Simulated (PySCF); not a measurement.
Formyl chloride, CHClO.
Z-matrix (Å and degrees, PBE0-D3(BJ)/def2-SVP geometry), rows numbered from 1:
```
O 
C   1  1.1788
Cl  2  1.7648  1  124.04
H   2  1.1092  1  126.19  3  -179.77
```

Theory: TDDFT B3LYP/def2-SVPD, vertical, gas phase, core orbitals frozen in the response in PySCF 2.14.0, density-fitted response routines.

Broadening: Gaussians 0.4 eV wide at half height, area fixed by f = 4.319×10⁻⁹ ∫ε dν̃. The width is an assumption, not a result. The curve ends short of the highest state used, and states not computed would add to its high-energy end.

```tsv
λ (nm)	ε (L mol⁻¹ cm⁻¹)
165.8	30
169.7	3
173.6	53
177.5	396
181.5	1237
185.4	1709
189.3	1189
193.2	453
197.2	98
201.1	16
205.0	4
209.0	2
212.9	1
216.8	0
220.7	0
224.7	0
228.6	1
232.5	2
236.4	3
240.4	6
244.3	7
248.2	7
252.1	6
256.1	4
260.0	2
263.9	1
267.8	0
271.8	0
275.7	0
279.6	0
```

Problem. Where are the band maxima, and which computed states make them?

Solution. 246 nm (5.03 eV), ε about 7.4, made up of S1 (100%); 185 nm (6.69 eV), ε about 1700, made up of S3 (100%) (ε in L mol⁻¹ cm⁻¹; maxima over ε = 5, shares over 10%). At its high-energy end, 7.48 eV, the curve is still rising (ε about 31, from S4 and S5). The states used: S1 5.03 eV (f 0.0001); S2 6.07 eV (f 0.0000); S3 6.69 eV (f 0.025); S4 8.00 eV (f 0.0066); S5 8.07 eV (f 0.179); S6 8.08 eV (f 0.0056).

Problem. Coming from long wavelengths, where does ε first pass 100 L mol⁻¹ cm⁻¹?

Solution. At about 197 nm (6.29 eV), 1.26 eV above S1.

Problem. What would ε be at 6.69 eV, the highest of these maxima, with half the width (0.2 eV)?

Solution. About 3420 L mol⁻¹ cm⁻¹ against 1710, a factor of about 2.00; a lone state at its own centre would give exactly 2.

Problem. On this curve, what absorbance would a 10⁻³ mol/L sample give at 248 nm over a 1 cm path?

Solution. 248 nm is 4.999 eV, where ε is about 7.3 L mol⁻¹ cm⁻¹, so A = ε c l ≈ 0.0073 (Beer–Lambert, with the gas-phase spectrum and the assumed width).
